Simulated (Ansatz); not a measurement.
The input, for Ansatz 0.2.0:

```yaml
crystal:
  periodic: [false, false, false]
  atoms:
    - {symbol: Al, position_ang: [0.000000, 0.074413, -0.095633]}
    - {symbol: H, position_ang: [0.000000, -1.372409, -0.753982]}
    - {symbol: H, position_ang: [0.420650, -0.309773, 1.656991]}
    - {symbol: H, position_ang: [-0.420650, -0.309773, 1.656991]}
basis:
  gaussian: {orbitals: cc-pVDZ}
magnetization: {spin_polarized: true, initial_magnetization: 2}
correlation: {method: ccsd_t, electrons: outside_noble_gas}
```

```sh
$ ansatz run in.yaml --threads 1 --pin off --events-out ev --progress --plain --max-ram 2393MiB
```

(1) Roughly how long does this take on 1 thread of Arm Neoverse V1, shared host, and how much host memory?

```
310 factors; integrals over basis functions are off by at most 9.4e-4 eV
mean field evaluation 1: about -6626.0305 eV, gradient 7.2e0 eV
mean field evaluation 2: about -6626.0334 eV, gradient 7.2e0 eV
mean field evaluation 4: about -6626.9847 eV, gradient 9.1e-1 eV
mean field evaluation 8: about -6627.0230 eV, gradient 5.7e-3 eV
mean field evaluation 16: about -6627.0181 eV, gradient 2.2e-1 eV
mean field evaluation 32: about -6623.8297 eV, gradient 1.3e0 eV
mean field -6627.02295445 eV, -243.5386016187 hartree, gradient 9.4e-6 eV, S^2 2.003501; 1 other end points of the search recorded, 0 dependent functions left out
determinant -6627.02295445 eV, -243.5386016187 hartree, with singles and doubles -6629.50506185 eV, -243.6298173831 hartree
determinant -6623.93964296 eV, -243.4252920111 hartree, with singles and doubles -6626.40313527 eV, -243.5158236838 hartree
5 core orbitals not correlated: weight in the atoms' cores, before any rotation towards them, 1.000 or more for the frozen orbitals, at most 0.000 for the correlated occupied ones
reference -6627.02295445 eV, -243.5386016187 hartree; 4, 2 occupied and 24, 26 virtual orbitals, 310 factors
second order -1.87833276 eV of doubles, -0.00000000 eV of singles
cycle   1  -2.48224756 eV  change   -1.4e-4 eV  update   3.4e-4
cycle   2  -2.48235000 eV  change   -1.0e-4 eV  update   2.1e-4
cycle   3  -2.48235952 eV  change   -9.5e-6 eV  update   8.7e-5
cycle   4  -2.48233140 eV  change    2.8e-5 eV  update   3.7e-5
cycle   5  -2.48235052 eV  change   -1.9e-5 eV  update   1.0e-5
cycle   6  -2.48236298 eV  change   -1.2e-5 eV  update   2.7e-6
cycle   7  -2.48236533 eV  change   -2.4e-6 eV  update   8.7e-7
perturbative correction -0.04295900 eV, -0.0015787143 hartree
Total energy: -6629.54827879 eV, -243.6314055764 hartree
```

For the same geometry and basis full CI lies 16.1 meV lower.

Results:

(1) 0.6 s wall and 0.08 GiB.
